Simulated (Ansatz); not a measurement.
Input file:

```yaml
crystal:
  periodic: [false, false, false]
  atoms:
    - {symbol: Al, position_ang: [0.000000, 0.000000, 0.000000]}
    - {symbol: O, position_ang: [0.000000, 0.000000, 1.656900]}
basis:
  gaussian: {orbitals: aug-cc-pVTZ}
magnetization: {spin_polarized: false, initial_magnetization: 1}
correlation: {method: bccd_t, electrons: outside_noble_gas}
```

```sh
$ ansatz run in.yaml --threads 2 --pin off --events-out ev --progress --plain --max-ram 24576MiB --backend cuda --devices 0, --max-vram 18GiB
```

The program prints:

```
591 factors; integrals over basis functions are off by at most 6.9e-4 eV
mean field evaluation 1: about -8612.7125 eV, gradient 5.3e1 eV
mean field evaluation 2: about -8612.7172 eV, gradient 5.3e1 eV
mean field evaluation 4: about -8619.1876 eV, gradient 9.0e0 eV
mean field evaluation 8: about -8619.4548 eV, gradient 3.5e-1 eV
mean field evaluation 16: about -8619.4674 eV, gradient 7.5e-7 eV
mean field evaluation 32: about -8620.2544 eV, gradient 2.7e-1 eV
mean field evaluation 64: about -8606.2846 eV, gradient 4.2e1 eV
mean field evaluation 96: about -8617.2830 eV, gradient 5.2e0 eV
mean field evaluation 128: about -8619.3546 eV, gradient 8.1e0 eV
mean field evaluation 160: about -8612.3878 eV, gradient 1.4e0 eV
...
cycle   6  -8.51908099 eV  change   -4.3e-3 eV  update   2.5e-3
cycle   7  -8.51938583 eV  change   -3.0e-4 eV  update   1.5e-3
cycle   8  -8.51946455 eV  change   -7.9e-5 eV  update   6.7e-4
cycle   9  -8.51959948 eV  change   -1.3e-4 eV  update   2.7e-4
cycle  10  -8.51962625 eV  change   -2.7e-5 eV  update   1.1e-4
cycle  11  -8.51960506 eV  change    2.1e-5 eV  update   6.2e-5
cycle  12  -8.51964425 eV  change   -3.9e-5 eV  update   3.8e-5
cycle  13  -8.51963301 eV  change    1.1e-5 eV  update   2.1e-5
cycle  14  -8.51963560 eV  change   -2.6e-6 eV  update   1.3e-5
cycle  15  -8.51963938 eV  change   -3.8e-6 eV  update   5.6e-6
perturbative correction -0.58555083 eV, -0.0215185960 hartree
Total energy: -8628.57255787 eV, -317.0941928452 hartree
```

Ran on 2 threads of AMD EPYC 7R13 with a shared H100 80 GB, shared host: 35 s wall, 0.82 GiB peak host memory.
